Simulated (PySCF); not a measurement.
## Computed data sheet: `C` (CH4)

Species: CH4.
Geometry (GFN2-xTB, Å), atoms numbered from 1 in this order:
```
atom  x, y, z in Å
C1     0.002    0.001   -0.003
H2     0.905   -0.595   -0.017
H3     0.201    0.968   -0.445
H4    -0.329    0.131    1.019
H5    -0.770   -0.503   -0.571
```

**GFN2-xTB geometry**

* Point group of the GFN2-xTB geometry: Td
* Rotational constants A, B, C of the GFN2-xTB geometry: 160.579, 160.568, 160.566 GHz

**PBE0/pcSseg-1 ground state and GIAO shieldings, non-relativistic (PySCF)**

* Dipole moment: 0.00 D
* HOMO energy: -11.02 eV
* LUMO energy: 1.98 eV
* HOMO–LUMO gap: 13.00 eV
* Lowest Hirshfeld atomic charge: -0.17 e on C1
* Highest Hirshfeld atomic charge: +0.04 e on H2/H3/H4/H5
* 13C chemical shifts (computed TMS as zero) by class: -5.5 (C1) ppm
* 1H chemical shifts (computed TMS as zero) by class: 0.24 (H2/H3/H4/H5) ppm

Monoisotopic mass (most abundant isotopes): 16.0313 u.

The rotational constants are those of a spherical top; the small spread among constants that symmetry makes equal is optimisation noise. Point group Td forbids a permanent dipole, so the rigid molecule has no electric-dipole pure rotational spectrum. With B = h/(8π²I), that is 505.379 GHz u Å² over I, the principal moments of inertia are 3.15, 3.15 and 3.15 u Å² (most abundant isotopes).

Isolated species at its GFN2-xTB geometry, gas phase.

For the NMR shielding job (PBE0/pcSseg-1), cost: under 1 s of CPU time on one thread; the machine was shared, so the figure is rough.
